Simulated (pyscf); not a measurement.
# Routes from H₂N–Si:–NH₂ [singlet] + H₂

Candidate steps break at most two bonds and form at most two. Each was searched with GFN2-xTB (tblite) first. Optimised with ωB97X-D3(BJ)/def2-SVP in PySCF. Energies: ωB97M-D3(BJ)/def2-TZVP, kcal/mol, from the separated reactants, singlet surface; ΔG‡ with ideal gas, 1 atm, RRHO with modes under 100 cm⁻¹ raised to 100, one conformer, R ln 2 for chiral ones without a mode under 150 cm⁻¹.

| products | type | ΔE‡ | ΔE | ΔG‡ 298 K | ΔG‡ 900 K | ν‡ (cm⁻¹) |
|---|---|---|---|---|---|---|
| H₂N–SiH: [singlet] + NH₃ | four-centre exchange | 37.6 | +18.8 | 46.0 | 62.9 | 1504i |
| H₂N–SiH₂–NH₂ | insertion | 42.3 | -31.4 | 50.6 | 67.2 | 1264i |

Row 1: On the product side the descent ends in an adduct with a N–Si contact (not fully relaxed), 15.0 kcal/mol under the separated species and 32.8 kcal/mol under the saddle at ωB97X-D3(BJ)/def2-TZVP. 

Plain bond fissions and candidates not yet searched are not listed, and one of them may be faster. Each barrier is that of the saddle found; lower ones may exist.
